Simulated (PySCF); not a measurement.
chloroform (CHCl3), SMILES ClC(Cl)Cl.

Geometry: TPSSh-D3(BJ)/def2-SVP.

Method: M06-2X/def2-TZVPD (PySCF).

Computed frontier levels, gap, dipole moment and polarisability:
* **highest occupied level**: -10.32 eV
* **lowest empty level**: -0.32 eV
* **orbital gap**: 10.00 eV
* **dipole moment**: 1.10 D
* **quadrupole, principal values (traceless, Buckingham form, about the centre of nuclear charge)**: -1.02, -1.02, 2.05 D·Å
* **mean static polarisability**: 57.2 bohr³ (8.48 Å³)
* **polarisability, principal values**: 45.2, 63.3, 63.3 bohr³
